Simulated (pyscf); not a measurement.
A first-order saddle from PySCF, ωB97X-D3(BJ)/def2-SVP:

```
O
H 1 0.9640
H 1 1.2018 2 119.44
O 3 1.2116 1 141.06 2 124.32
H 4 0.9640 3 119.53 1 124.31
Ga 4 2.0518 5 126.68 3 94.03
```
Charge 0, spin multiplicity 1.

Surface: singlet, charge 0. Lowest wavenumbers (cm⁻¹): 891i, 353, 372, 414, 506.

### Question
What reaction is this the transition state of?

### Answer
HO–Ga [singlet] + H₂O ⇌ HO–Ga [singlet] + H₂O, a four-centre exchange read from left to right: Ga–O, H–O broken and Ga–O, H–O formed. At CCSD(T)/def2-TZVPP + ΔMP2(QZVPP) it lies +0.3 kcal/mol from the left side and +0.3 kcal/mol from the right (each side as separated species at their lowest minima found). On the reactant side the descent ends in a bound adduct, 11.1 kcal/mol under the separated species and 8.9 kcal/mol under the saddle at ωB97X-D3(BJ)/def2-TZVP. On the product side the descent ends in a bound adduct, 11.2 kcal/mol under the separated species and 8.9 kcal/mol under the saddle at ωB97X-D3(BJ)/def2-TZVP. At ωB97X-D3(BJ)/def2-TZVP the barrier from the zero used here is -2.3 kcal/mol. One saddle was located; it need not be the lowest between these sides. The CCSD(T) − MP2 part came from Ansatz, without density fitting, on the same reference. The frozen core leaves the outer d or s,p core shells of the metals and heavy elements correlated in the MP2 and CC values, and def2-TZVPP describes them poorly, which can shift differences by a few kcal/mol. Elements up to Kr have no core potential and no relativistic terms here.
